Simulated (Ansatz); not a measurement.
α-N2 was calculated with r²SCAN+rVV10 in Ansatz (plane waves, PAW).

Settings: plane-wave cutoff 560 eV, 6×6×6 k mesh, Fermi–Dirac smearing 0.01 eV, scalar-relativistic PAW data made under PBE.

Cell (relaxed at this level):

```xyz
8
Lattice="5.4804 0.0000 0.0000 0.0000 5.4804 0.0000 0.0000 0.0000 5.4804" Properties=species:S:1:pos:R:3 pbc="T T T"
N      5.1649     3.0557     2.4247
N      2.4247     5.1649     3.0557
N      5.1649     5.1649     5.1649
N      0.3155     0.3155     0.3155
N      3.0557     2.4247     5.1649
N      3.0557     0.3155     2.4247
N      2.4247     3.0557     0.3155
N      0.3155     2.4247     3.0557
```

Q: Give the computed bulk modulus, band gap and smallest direct gap on the k points sampled.

A: 
* **bulk modulus**: 3.30 GPa
* **band gap**: 7.98 eV (indirect)
* **smallest direct gap on the k points sampled**: 8.01 eV

Note: the bulk modulus comes from volumes at which shape and atoms were relaxed.

The computed numbers hold no vibrational or temperature effects.

Ansatz is a program for electronic structure.
